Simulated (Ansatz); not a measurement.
# LiO (quartet): from Hartree-Fock to the top rungs, def2-QZVPP

The task here is to estimate one member of a computed series from the others.

Method: def2-QZVPP, core rule «outside noble gas», up to 2 orbitals frozen; program: Ansatz 0.2.0, Gaussian basis.

To be run: UHF; ROHF; CCSD(T) on UHF.

**The geometry**

The geometry is a PBE0/def2-TZVP stationary point (not a proven minimum).

2 atoms, charge 0, spin multiplicity 4.

Atoms are counted from 1 here; the program's logs count them from 0.

No contacts short enough for the rule that draws bonds.

The first run:

Input file in.yaml:

```yaml
crystal:
  periodic: [false, false, false]
  atoms:
    - {symbol: O, position_ang: [0.000000, 0.000000, 0.000000]}
    - {symbol: Li, position_ang: [0.000000, 0.000000, 2.389200]}
basis:
  gaussian: {orbitals: "def2-QZVPP.json"}
magnetization: {spin_polarized: true, initial_magnetization: 3}
hamiltonian: {xc: hf}
output: {orbitals: {seedname: orbitals}}
```

On the command line:

```console
$ ansatz run in.yaml --threads 1 --pin off --events-out ev --progress --plain --max-ram 2393MiB
```

Steps of the session up to this table: UHF; ROHF; CCSD(T) on UHF.

One of the session's tables, all rows but one given; the rest of the session is left out.

It belongs to the step «Misses and costs». 

| method | from UCCSD(T) (meV) |
| --- | --- |
| ROHF | ? |
| UHF | +4835.8 |
| UMP2 | +530.5 |
| UCCSD | +107.9 |
| UCCSD(T) | 0 |

**Question.** Estimate the row for ROHF.

As computed: from UCCSD(T) (meV): +5019.9. In the column «from UCCSD(T) (meV)» it is the highest.
